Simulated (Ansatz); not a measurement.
Geometry optimisation, Ansatz 0.2.0, UKS PBE0-D4/STO-3G.

Input:

```yaml
crystal:
  periodic: [false, false, false]
  atoms:
    - { symbol: C, position_ang: [-0.9404, 0.6252, 0.4407] }
    - { symbol: C, position_ang: [0.2117, -0.0918, -0.1314] }
    - { symbol: "N", position_ang: [0.3104, -1.3861, 0.4807] }
    - { symbol: S, position_ang: [0.0819, -0.3213, -1.9122] }
    - { symbol: S, position_ang: [1.7291, 0.8467, 0.1687] }
    - { symbol: H, position_ang: [-1.9247, 0.1363, 0.2626] }
    - { symbol: H, position_ang: [-1.0783, 1.6612, -0.0282] }
    - { symbol: H, position_ang: [-0.8627, 0.8392, 1.5057] }
    - { symbol: H, position_ang: [-0.5349, -1.8673, 0.441] }
    - { symbol: H, position_ang: [0.5016, -1.2469, 1.5134] }
    - { symbol: H, position_ang: [1.1005, -1.0807, -2.0225] }
    - { symbol: H, position_ang: [1.4826, 1.8303, -0.6845] }
magnetization:
  spin_polarized: true
basis:
  gaussian: { orbitals: STO-3G }
hamiltonian:
  xc: pbe0
  dispersion: d4
relax:
  f_tol: 0.02
  max_steps: 40
```

Launched with:

```bash
$ ansatz run input.yaml --threads 1 --pin off --max-ram 2048MiB --backend cpu --events-out ev --progress --plain --runs-dir out
```

**Question.** Where does it end, and by what steps?

**Answer.** The forces met the threshold. Limits of this set-up: minimal basis. After 6 steps the energy has fallen by 0.897 eV; H12 moved furthest, 0.39 Å.

```tsv
step	energy less start (eV)	largest force component (eV/Å)	accepted
0	0.0000	5.313	yes
1	-0.7844	1.151	yes
2	-0.8725	0.398	yes
3	-0.8891	0.244	yes
4	-0.8942	0.128	yes
5	-0.8967	0.041	yes
6	-0.8969	0.010	yes
```

```xyz
12
Properties=species:S:1:pos:R:3
C -0.961 0.710 0.385
C 0.258 -0.093 -0.172
N 0.438 -1.435 0.508
S -0.084 -0.406 -1.945
S 1.832 0.793 0.172
H -1.888 0.134 0.256
H -1.077 1.666 -0.143
H -0.824 0.920 1.454
H -0.502 -1.909 0.419
H 0.490 -1.215 1.541
H 1.007 -1.193 -2.109
H 1.389 1.971 -0.333
```

Whether the end is a true minimum wasn't checked by a vibrational analysis.

Time of the run: 33 s on 1 thread of Arm Neoverse V1 (shared host), peak memory 0.15 GiB.
